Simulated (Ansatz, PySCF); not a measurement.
Reaction: HCl (chlorane, SMILES Cl) → Cl (doublet) + H (doublet) (the Cl-H bond breaks)
Each species at its own B3LYP-D3(BJ)/def2-TZVP minimum (Ansatz, a program for electronic structure).

Total energies in hartree (Ansatz). Radicals and triplets start from unrestricted determinants; spin-orbit coupling is neglected. Correlated methods leave the cores frozen. No relativity. Where a partner has so few electrons that a lower coupled-cluster level is exact, that level stands in.

```tsv
species	HF/cc-pV(T+d)Z	CCSD(T)/cc-pV(T+d)Z	HF/cc-pV(Q+d)Z	CCSD(T)/cc-pV(Q+d)Z	CCSD(T)/cc-pV(5+d)Z	CCSDT(Q)/cc-pV(5+d)Z
1: HCl (chlorane, SMILES Cl)	-460.10776	-460.33979	-460.11172	-460.36384	-460.37092	-460.37184
2: Cl (doublet)	-459.48556	-459.67356	-459.48916	-459.69449	-459.70060	-459.70154
3: H (doublet)	-0.49981	-0.49981	-0.49995	-0.49995	-0.49999	-0.49999
```

Problem. Work out the bond dissociation energy (enthalpy at 298 K, ideal-gas terms from PySCF's Hessians at B3LYP-D3(BJ)/def2-TZVP) in kcal/mol: take Hartree-Fock from cc-pV(Q+d)Z, extrapolate the CCSD(T) correlation energy as X^-3 (X = 3, 4), and add CCSDT(Q) - CCSD(T) in cc-pV(5+d)Z. The further terms named in the bracket sum to -0.00528 hartree. 1 hartree = 627.51 kcal/mol.

Solution. 
Species 1: correlation (64·(-0.25212) - 27·(-0.23203))/37 = -0.26678; step -0.00092; E1 = -460.11172 + (-0.26678) + (-0.00092) = -460.37942
Species 2: correlation (64·(-0.20533) - 27·(-0.18800))/37 = -0.21798; step -0.00094; E2 = -459.48916 + (-0.21798) + (-0.00094) = -459.70808
Species 3: correlation (64·(0.00000) - 27·(0.00000))/37 = 0.00000; step +0.00000; E3 = -0.49995 + (0.00000) + (+0.00000) = -0.49995
-1·E1 +1·E2 +1·E3 -0.00528 = 0.16611 hartree = 104.2 kcal/mol. From measured enthalpies of formation at 298 K: 103.1 kcal/mol (Active Thermochemical Tables 1.112 (ions: stationary electron), as tabulated in the package chemicals). The calculations leave out spin-orbit terms. The composite differs from it by +1.1 kcal/mol; core, relativistic and spin-orbit terms are not in it.
